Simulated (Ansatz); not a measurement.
# BH5N2: the cost of one run

Program: Ansatz 0.2.0. Level of theory: UKS BLYP-D4/def2-SVP. These are calculated values, not measurements.

### Step 1. The system as given

Bond lengths: N1–B2 1.471 Å, B2–N3 1.502 Å, N1–H4 0.989 Å, N1–H5 1.092 Å, B2–H6 1.194 Å, N3–H7 1.104 Å, N3–H8 1.024 Å. Angles: N1–B2–N3 117.4°, N1–B2–H6 121.4°, N3–B2–H6 121.2°, B2–N1–H4 108.8°, B2–N1–H5 108.1°, H4–N1–H5 104.6°, B2–N3–H7 106.7°, B2–N3–H8 108.6°, H7–N3–H8 102.4°.

As a file:

```xyz
8

N    -0.7481    0.6081   -0.9762
B     0.0750    0.2593    0.1922
N     0.8331   -1.0366    0.1427
H    -1.4727   -0.0591   -1.0671
H    -1.2636    1.5464   -0.7600
H     0.1569    0.9882    1.1346
H     1.8983   -0.7870    0.2929
H     0.6133   -1.5766    0.9851
```

### Step 2. Relaxing end A

File input.yaml:

```yaml
crystal:
  periodic: [false, false, false]
  atoms:
    - { symbol: "N", position_ang: [-0.7481, 0.6081, -0.9762] }
    - { symbol: B, position_ang: [0.075, 0.2593, 0.1922] }
    - { symbol: "N", position_ang: [0.8331, -1.0366, 0.1427] }
    - { symbol: H, position_ang: [-1.4727, -0.0591, -1.0671] }
    - { symbol: H, position_ang: [-1.2636, 1.5464, -0.76] }
    - { symbol: H, position_ang: [0.1569, 0.9882, 1.1346] }
    - { symbol: H, position_ang: [1.8983, -0.787, 0.2929] }
    - { symbol: H, position_ang: [0.6133, -1.5766, 0.9851] }
magnetization:
  spin_polarized: true
basis:
  gaussian: { orbitals: def2-SVP }
hamiltonian:
  xc: blyp
  dispersion: d4
relax:
  f_tol: 0.02
  max_steps: 50
```

On the command line:

```sh
ansatz run input.yaml --threads 2 --pin off --max-ram 3072MiB --backend cpu --events-out ev --progress --plain --runs-dir out
```

What time and memory should one allow on 2 threads of Arm Neoverse N1, shared host?

About 21 s, with a peak of 0.14 GiB.
